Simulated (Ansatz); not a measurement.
Consider the substitution at a C–C bond: `C#CC1CC1` + `OCF` → `C#COCF` + `C1CC1`.

Program: Ansatz. Geometries: PBE0-D4/def2-TZVP. ΔE: electronic, gas phase. CCSD(T)/CBS is the MP2 limit (def2-TZVPP, def2-QZVPP) plus CCSD(T) − MP2 in def2-TZVPP, frozen cores. One conformer a species, not always the lowest.

| species | HF/CBS(def2) energy (Eh) |
| --- | --- |
| `C#CC1CC1` | -192.81456 |
| `OCF` | -214.01602 |
| `C#COCF` | -289.68611 |
| `C1CC1` | -117.11063 |

**Question.** Work out ΔE.

**Answer.** ΔE = (-289.68611) + (-117.11063) − (-192.81456) − (-214.01602) = 0.03384 Eh = +88.8 kJ/mol. CCSD(T)/CBS gives +102.0 kJ/mol.

Largest T1 diagnostic among the species: 0.013.

At CCSD(T), def2-SVP lies −11.4 kJ/mol from the extrapolated value and def2-TZVPP −4.0 kJ/mol. In def2-TZVPP, CCSD(T) changes the Hartree–Fock value by +9.2 kJ/mol (the triples alone add +0.7 kJ/mol) and MP2 by +15.9 kJ/mol. Leaving LDA and LC-ωPBE aside and taking each functional with its dispersion term where it has one, the values, not all of them listed here, spread over 6.2 kJ/mol, from CAM-B3LYP-D4 to PBE-QIDH.
